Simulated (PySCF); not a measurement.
# From one method to the next for PC⁻

Starting from one script, swap the method and compare what comes out for PC⁻.

Method: each script names its method and basis; program: PySCF 2.14.0.

1 further run of the same task is left out (it didn't finish).

### 1 Starting geometry

PC⁻: 2 atoms, charge -1, spin multiplicity 1.

Bond lengths: P1–C2 1.688 Å.

### 2 The run that the others are compared with

File input.py:

```python
from pyscf import gto, dft

mol = gto.M(
    atom='P 0 0 0; C 0 0 1.688',
    basis='6-311g**',
    charge=-1,
    spin=0,
    verbose=4,
)
mf = dft.RKS(mol, xc='pbesol')
mf.kernel()
mf.stability(internal=True, external=True)
mf.dip_moment()
print('orbital energies (hartree):', mf.mo_energy[..., max(0, mol.nelec[1]-3):mol.nelec[0]+3].round(4))
```

The run is started by

```sh
$ OMP_NUM_THREADS=1 python input.py
```

The log of this run is left out.

In short: E(SCF) = -378.451381 Eh, 10 cycles, internal stable; real -> complex stable; RHF/RKS -> UHF/UKS stable.

The bond length is a typed value, not an optimised one. The dipole of an ion depends on the origin.

### 3 B3lyp

Edit 1 changes functional: pbesol → b3lyp.

File input.py:

```python
from pyscf import gto, dft

mol = gto.M(
    atom='P 0 0 0; C 0 0 1.688',
    basis='6-311g**',
    charge=-1,
    spin=0,
    verbose=4,
)
mf = dft.RKS(mol, xc='b3lyp')
mf.kernel()
mf.stability(internal=True, external=True)
mf.dip_moment()
print('orbital energies (hartree):', mf.mo_energy[..., max(0, mol.nelec[1]-3):mol.nelec[0]+3].round(4))
```

The run is started by

```sh
$ OMP_NUM_THREADS=1 python input.py
```

### 4 Lc_wpbe

Edit 2 changes functional: pbesol → lc_wpbe.

input.py: that of step 2 with these lines changed.

```diff
@@ -9,3 +9,3 @@
 )
-mf = dft.RKS(mol, xc='pbesol')
+mf = dft.RKS(mol, xc='lc_wpbe')
 mf.kernel()
```

### 5 O3lyp

Edit 3 changes functional: pbesol → o3lyp.

input.py: that of step 2 with these lines changed.

```diff
@@ -9,3 +9,3 @@
 )
-mf = dft.RKS(mol, xc='pbesol')
+mf = dft.RKS(mol, xc='o3lyp')
 mf.kernel()
```

### 6 TDA

Edit 4 changes step after the SCF: stability → tda; number of roots: none → 8.

input.py: that of step 2 with these lines changed.

```diff
@@ -1,2 +1,2 @@
-from pyscf import gto, dft
+from pyscf import gto, dft, tdscf
 
@@ -11,3 +11,6 @@
 mf.kernel()
-mf.stability(internal=True, external=True)
+td = tdscf.TDA(mf)
+td.nstates = 8
+td.kernel()
+td.analyze()
 mf.dip_moment()
```

Before running it: what results should come out? Wanted: for each run, E(SCF); from base; gap; after the SCF.

The runs gave:

```
    run  E(SCF) (hartree)  from base (eV)  cycles  gap (eV)              after the SCF
   base       -378.451381               0      10      3.40                     stable
  b3lyp       -379.423175  not comparable      10      5.26                     stable
lc_wpbe       -379.241589  not comparable      10     10.60                     stable
  o3lyp       -379.378122  not comparable       9      4.54                     stable
    TDA       -378.451381          0.0000      10      3.40  lowest root found 4.05 eV
```

What this shows: The highest filled level of this anion is positive: the basis lacks diffuse functions or the electron is not bound, so these numbers hang on the basis. The gap between the frontier levels is 3.4 eV with pbesol (0 % exact exchange) and 5.3 eV with b3lyp (20 %): exact exchange opens it. Total energies of different functionals can't be compared with each other; differences within one functional can.
